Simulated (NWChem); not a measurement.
# PBE0/def2-TZVP run of C2H2S (ethenethione)

Aim: the energy change on altering one bond length of C2H2S (ethenethione) at PBE0/def2-TZVP, from 2 runs. 

The calculation is run with NWChem 7.3.0.

## (1) The system as given

C2H2S has 5 atoms, charge 0, and is taken as a singlet. As SMILES, `C=C=S`. Geometry: relaxed at PBE0-D4/def2-TZVP.

Bond lengths: C1–C2 1.303 Å, C2–S3 1.551 Å, C1–H4 1.084 Å, C1–H5 1.084 Å. Angles: C1–C2–S3 180.0°, C2–C1–H4 120.5°, C2–C1–H5 120.5°, H4–C1–H5 118.9°.

## (2) Energy and forces at PBE0/def2-TZVP

Contents of nw.nw:

```
start nw
memory 2200 mb

geometry noautosym nocenter noautoz
  C     0.548210   -0.249340    0.104130
  C    -0.620590    0.282310   -0.117960
  S    -2.011740    0.915010   -0.382210
  H     1.399960    0.016540   -0.510810
  H     0.684170   -0.964520    0.906870
end

basis spherical bse
  * library def2-TZVP
end

dft
  xc pbe0
  grid fine
  convergence energy 1e-08
  maxiter 100
  mulliken
end

task dft gradient
```

Started as:

```bash
$ nwchem nw.nw > nw.out
```

Log:

```text
[...]
          Wavefunction type:  closed shell.
          No. of atoms     :     5
          No. of electrons :    30
[...]
          Charge           :     0
          Spin multiplicity:     1
[...]
          AO basis - number of functions:   111
[...]
              XC Information
              --------------
                         PBE0 Method XC Functional
                     Hartree-Fock (Exact) Exchange  0.250
          PerdewBurkeErnzerhof Exchange Functional  0.750
            Perdew 1991 LDA Correlation Functional  1.000 local
           PerdewBurkeErnz. Correlation Functional  1.000 non-local
[...]
 d= 0,ls=0.0,diis     1   -475.3186033122 -5.54D+02  5.39D-03  5.77D-01     2.5
[...]
 d= 0,ls=0.0,diis    10   -475.3590340954 -6.59D-09  3.80D-07  1.69D-09    21.3
         Total DFT energy =     -475.359034095381
      One electron energy =     -810.169692648682
           Coulomb energy =      292.626428017198
    Exchange-Corr. energy =      -36.989207867738
 Nuclear repulsion energy =       79.173438403842
[...]
      Total Density - Mulliken Population Analysis
     ---------------------------------------------
    Atom       Charge   Shell Charges
 -----------   ------   -------------------------------------------------------
    1 C    6     6.29   0.85  1.12  0.51  0.58  0.10  1.34  1.28  0.47  0.01  0.02  0.00
    2 C    6     5.96   0.86  1.11  0.58  0.59  0.04  1.21  1.16  0.28  0.02  0.09  0.01
    3 S   16    16.09   2.01  0.48  1.48  1.11  0.73  4.18  1.67  0.93  2.31  1.06  0.04  0.07  0.01
    4 H    1     0.83   0.26  0.46  0.08  0.02
    5 H    1     0.83   0.26  0.46  0.08  0.02
[...]
  wavefunction    = closed shell
                         DFT ENERGY GRADIENTS
    atom               coordinates                        gradient
                 x          y          z           x          y          z
   1 C       1.035967  -0.471184   0.196777   -0.000114   0.000058  -0.000032
   2 C      -1.172745   0.533489  -0.222912    0.000061  -0.000026   0.000011
   3 S      -3.801637   1.729118  -0.722272    0.000131  -0.000061   0.000027
   4 H       2.645541   0.031256  -0.965291   -0.000041   0.000013   0.000000
   5 H       1.292894  -1.822679   1.713736   -0.000037   0.000017  -0.000006
[...]
```

It took 30 s on 1 thread of Intel Xeon 6975P-C (Granite Rapids), shared host; peak memory 0.14 GiB.

## (3) The distorted shape: a single-point energy at PBE0/def2-TZVP

Contents of test.nw:

```
start test
memory 2200 mb

geometry noautosym nocenter noautoz
  C     0.480232    0.108238   -0.297227
  C    -0.688568    0.639888   -0.519317
  S    -2.079718    1.272588   -0.783567
  H     1.331982    0.374118   -0.912167
  H     0.684170   -0.964520    0.906870
end

basis spherical bse
  C library def2-TZVP
  S library def2-TZVP
  H library def2-TZVP
end

dft
  xc pbe0
  grid fine
  convergence energy 1e-08
  iterations 100
  mulliken
end

task dft energy
```

Started as:

```bash
$ nwchem test.nw > test.out
```

Log:

```text
[...]
          Wavefunction type:  closed shell.
          No. of atoms     :     5
          No. of electrons :    30
[...]
          Charge           :     0
          Spin multiplicity:     1
[...]
          AO basis - number of functions:   111
[...]
              XC Information
              --------------
                         PBE0 Method XC Functional
                     Hartree-Fock (Exact) Exchange  0.250
          PerdewBurkeErnzerhof Exchange Functional  0.750
            Perdew 1991 LDA Correlation Functional  1.000 local
           PerdewBurkeErnz. Correlation Functional  1.000 non-local
[...]
 d= 0,ls=0.0,diis     1   -475.2372187381 -5.53D+02  5.83D-03  5.48D-01     2.6
[...]
 d= 0,ls=0.0,diis    11   -475.2794592084 -1.88D-09  5.89D-07  1.13D-08    22.8
         Total DFT energy =     -475.279459208430
      One electron energy =     -807.050361641616
           Coulomb energy =      291.013011814482
    Exchange-Corr. energy =      -36.848982002868
 Nuclear repulsion energy =       77.606872621573
[...]
      Total Density - Mulliken Population Analysis
     ---------------------------------------------
    Atom       Charge   Shell Charges
 -----------   ------   -------------------------------------------------------
    1 C    6     6.30   0.85  1.12  0.51  0.61  0.14  1.25  1.26  0.52  0.01  0.03  0.00
    2 C    6     5.95   0.86  1.11  0.58  0.59  0.04  1.21  1.17  0.27  0.02  0.09  0.01
    3 S   16    16.08   2.01  0.48  1.48  1.11  0.73  4.18  1.67  0.93  2.31  1.06  0.04  0.07  0.01
    4 H    1     0.82   0.26  0.46  0.08  0.02
    5 H    1     0.84   0.16  0.44  0.23  0.01
[...]
```

It took 23 s on 1 thread of Intel Xeon 6975P-C (Granite Rapids), shared host; peak memory 0.12 GiB.

## (4) Summary of results

Level: PBE0/def2-TZVP.

| quantity | value |
| --- | --- |
| first shape: total energy | -475.35903 Eh |
| first shape: dipole moment | 1.07 D |
| first shape: HOMO energy | -6.61 eV |
| first shape: LUMO energy | -2.15 eV |
| first shape: HOMO–LUMO gap | 4.46 eV |
| first shape: largest force on an atom | 0.008 eV/Å |
| distorted shape: total energy | -475.27946 Eh |
| distorted shape: dipole moment | 1.07 D |
| distorted shape: HOMO energy | -6.62 eV |
| distorted shape: LUMO energy | -2.86 eV |
| distorted shape: HOMO–LUMO gap | 3.76 eV |
| energy change with the C1–H5 bond stretched from 1.084 to 1.625 Å | 2.165 eV |

In words: One bond (distorted shape) is far stretched, which a spin-restricted single reference describes badly; a broken-symmetry solution may lie lower. With the C1–H5 bond stretched from 1.084 to 1.625 Å the energy rises by 2.17 eV (209 kJ/mol). A restricted reference can't describe the breaking bond well at this length. Mulliken charges (first shape) run from -0.29 on C1 to +0.17 on H4; they depend strongly on the basis. Mulliken charges (distorted shape) run from -0.30 on C1 to +0.18 on H4.
